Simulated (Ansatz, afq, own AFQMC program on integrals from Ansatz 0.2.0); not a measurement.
# AlBH, doublet in 6-31G, levels against full CI

```csv
atom,x (Å),y (Å),z (Å)
B,0.0000,-0.0995,0.5852
Al,0.0000,-0.0184,-2.3467
H,0.0000,0.1178,1.7615
```

Connectivity, by distances: BH ··· Al.

Basis 6-31G. Noble-gas cores (and the filled d shells of Ga–Kr and In–Xe) are frozen. Integrals, coupled cluster, full CI and functionals: Ansatz 0.2.0; the random walks run on the same integrals in our own AFQMC program. The CISD trial takes its coefficients from CCSD amplitudes. Released means that phaseless walkers are propagated on without the constraint, phases kept. ± is one standard error of the sampling.

Determinant: ROHF, the one that the program's search chose, which needn't be the lowest solution. The geometry is a point of a scan.

Full CI on the same integrals is exact in this basis and with this determinant's frozen core.

Cautions: a spin-contaminated unrestricted determinant lies lower (UHF 127 meV lower, ⟨S²⟩ 0.94); strong correlation (T1 0.064, weight of the determinant 0.83, largest double 0.11); the released energies are still falling, so no released level is given (meV from the phaseless value at times in 1/Eh: -5 ± 4 at 0.24, -11 ± 4 at 0.51, -17 ± 5 at 0.99, -27 ± 3 at 1.62, 14 ± 50 at 2.40).

The T1 diagnostic is 0.0643, the weight of the determinant in the CISD state is 0.832 and the size of the correlated space is 7 electrons in 18 orbitals.

| level | correlation energy (eV) |
| --- | --- |
| MP2 | -1.8478 |
| CCSD | -2.7435 |
| CCSD(T) | -2.8390 |

(1) Estimate where full CI lies against CCSD(T) on the same integrals.

(1) 7.3 kJ/mol below CCSD(T).

Reference: full CI, correlation energy -2.915 eV.

```tsv
level	E − E(reference) (kJ/mol)	share of correlation (%)
CCSD(T)	7.3	97.40
CCSDT	1.2	99.59
CCSDT(Q)	0.3	99.91
CCSDTQ	0.1	99.98
ph-AFQMC/CISD	5.9 ± 0.3	97.89
```

CCSDT and higher add their correlation energy to the determinant of the CCSD(T) run, since their own runs factorise the integrals more tightly (a shift of under 2 meV). A walk keeps the symmetry of its determinant, which the program's search chose and which needn't be the lowest solution, so a lower state of the same spin and another symmetry isn't excluded.
